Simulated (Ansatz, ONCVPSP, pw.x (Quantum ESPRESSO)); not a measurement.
# gold (Au): does the ONCV potential hold in the solid?

```json
{"Element": "Au", "Generator": "ONCVPSP 4.0.1", "Type": "optimised norm-conserving Vanderbilt (ONCV)", "Functional": "PBE", "Relativity": "scalar-relativistic", "Frozen core": "[Kr] 4d10 4f14", "Valence charge": "19", "Reference configuration": "5s2 5p6 5d9 (charge +2)", "Partial waves": "5s: rc 1.45 bohr, ncon 4, nbas 9, qcut 7.4 1/bohr, 2 projectors, debl 3.9 Ha; 5p: rc 1.75 bohr, ncon 4, nbas 8, qcut 8.4 1/bohr, 2 projectors, debl 0.6 Ha; 5d: rc 2.25 bohr, ncon 3, nbas 7, qcut 6.7 1/bohr, 2 projectors, debl 3.4 Ha", "Local potential": "polynomial inside 0.90 bohr (lpopt 5, dvloc0 -1 Ha)", "Core correction": "Teter function fitted to the true core (icmod 2), fcfact 0.4"}
```

In the s channel the program set the typed energies aside and used -4.778, 0.050 Ha. In the p channel the program set the typed energies aside and used -2.988, 0.250 Ha.

Atomic tests: cutoffs needed: 23 Ha and 28 Ha (the cutoffs (Ha) at which the residual kinetic energy of the hardest occupied pseudo-wave falls to 1 and 0.1 mHa per electron); ghost test: ghosts flagged at negative energy: s at -46.0 eV; GHOST(+) flagged for p at 183.8 eV, d at 220.5 eV; a true bound ghost makes a file unfit for plane-wave use; largest excitation error: +11 meV (all-electron minus pseudo) for 5s2 5p6 5d8, out of 4 test configurations.

Crystal test: fcc Au in pw.x 7.5, no spin, 14³ k-points, Fermi–Dirac smearing 0.01 Ry, cutoffs 65/260 Ry. The reference is all-electron LAPW (Ansatz 0.2.0) with the same functional, mesh and smearing; V0 and B0 come from Birch–Murnaghan fits to the pressures at five volumes. Errors are pseudo minus all-electron; Δ is the rms difference of the E(V) curves that follow from these fits, minima aligned, over ±6 % about the mean V0. Mesh and smearing are coarse, so the numbers serve the comparison and aren't converged zero-temperature values; the lattice is a test structure that the element need not adopt.

| V (Å³/atom) | P all-electron (GPa) | P pseudo (GPa) |
| --- | --- | --- |
| 17.249 | 6.44 | 4.96 |
| 17.703 | 2.17 | 0.85 |
| 18.157 | -1.41 | -2.57 |
| 18.611 | -4.40 | -5.46 |
| 19.065 | -6.89 | -7.86 |

All-electron: a0 = 4.158 Å (V0 = 17.97 Å³/atom), B0 = 139.3 GPa.

Pseudopotential: mean pressure error (GPa): -1.20; a0 (Å): 4.145; a0 error (%): -0.30; B0 error (%): +1.3; Δ (meV/atom): 5.0. Note: ghosts flagged at negative energy: s at -46.0 eV; GHOST(+) flagged for p at 183.8 eV, d at 220.5 eV. A true bound ghost makes a file unfit for plane-wave use.

**Question.** At the middle volume, how do free energy and pressure move when the wave cutoff is lowered (ecutrho kept at four times it)?

**Answer.**

```tsv
cutoff (Ry)	shift of F (meV/atom)	shift of P (GPa)
29	+2678.0	-108.42
39	+307.4	-13.94
52	+16.4	-1.03
```

The run at the middle volume (104 k-points, 8 iterations) took about 15 s on one core of a shared host (Intel(R) Xeon(R) 6975P-C, 192 threads, 378 GiB, load 57).
